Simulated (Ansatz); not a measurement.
## Formulas on structure types

Level of theory: DFT PBEsol, scalar-relativistic, plane waves, PAW (Ansatz 0.2.0). Settings: cutoff 420 eV, Γ-centred meshes no coarser than 0.19 Å⁻¹ for metals and 0.3 Å⁻¹ for insulators (2π included), Gaussian smearing.

Each formula was placed on the sites of the named type and relaxed at zero pressure without lowering the symmetry. No run is spin-polarised. The smearing is 0.1 eV for metals and 0.01 to 0.02 eV otherwise. The zero of energy is the elements' standard structures at the same level; no fitted shifts are applied.

For metals, differences of a few meV/atom aren't resolved.

| formula | started on type | final group | a or a / b (Å) | c (Å) | V (Å³/atom) | E over elements (eV/atom) | gap on mesh (eV) |
| --- | --- | --- | --- | --- | --- | --- | --- |
| Al | simple hexagonal | P6/mmm | 2.76 | 2.78 | 18.4 | 0.24 | 0.00 |
| Sr | omega | P6/mmm | ? | ? | ? | 0.06 | 0.00 |
| Sr | simple cubic | Pm-3m | 3.75 | 3.75 | 52.7 | 0.39 | 0.00 |
| Sr | alpha-boron | R-3m | 9.55 | 32.17 | 70.5 | 0.55 | 0.00 |
| Al | alpha-boron | R-3m | 7.05 | 19.36 | 23.2 | 0.33 | 0.00 |
| Al | trigonal selenium | Im-3m | ? | ? | ? | 0.10 | 0.00 |

(1) Cell and volume of Sr on the omega type?

(2) Cell and volume of Al on the trigonal selenium type?

Results:

(1) a = 6.72 Å, c = 3.99 Å, V = 52.1 Å³/atom

(2) a = 3.21 Å, c = 3.21 Å, V = 16.6 Å³/atom